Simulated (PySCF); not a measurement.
Compound: propyne, C3H4.
SMILES: `C#CC`

The calculation used CAM-B3LYP/def2-SVPD in PySCF (dipole) on a GFN2-xTB geometry, gas phase.

Take the most abundant isotopes and a rigid rotor. 

Task: Give the principal moments of inertia and the rotational constants in cm⁻¹.

Result: Ia = 3.17, Ib = 57.93, Ic = 57.93 u·Å²; 505379 MHz·u·Å²/I gives 159331, 8724 and 8724 MHz, that is A = 5.31471, B = 0.29099, C = 0.29099 cm⁻¹.

Task: What kind of rotor is it?

Result: A prolate symmetric top, as the point group C3v requires two equal moments; Ray's κ = -1.000.

Task: Where do the R-branch lines fall?

Result: The dipole of 0.80 D lies along the symmetry axis, so ΔK = 0 and J+1 ← J falls at 2B(J+1) for every K: 17.45 GHz, 34.89 GHz, 52.34 GHz, 69.79 GHz, 87.24 GHz for J = 0 to 4.

Task: Estimate the classical rotational partition function at 50 K and 200 K.

Result: Point group C3v, symmetry number σ = 3; q = (√π/σ)·√((kT/h)³/(ABC)), k/h = 20836.6 MHz/K: 180 at 50 K, 1440 at 200 K.

Stationary, but not proved a minimum. Constants of a rigid frame at the computed geometry: no zero-point averaging, no centrifugal distortion.

Time: 2.5 s wall. Hardware: an x86-64 server with one thread, no GPU (shared host). This is the CAM-B3LYP/def2-SVPD job that gave the dipole, with the excitations it also computed.
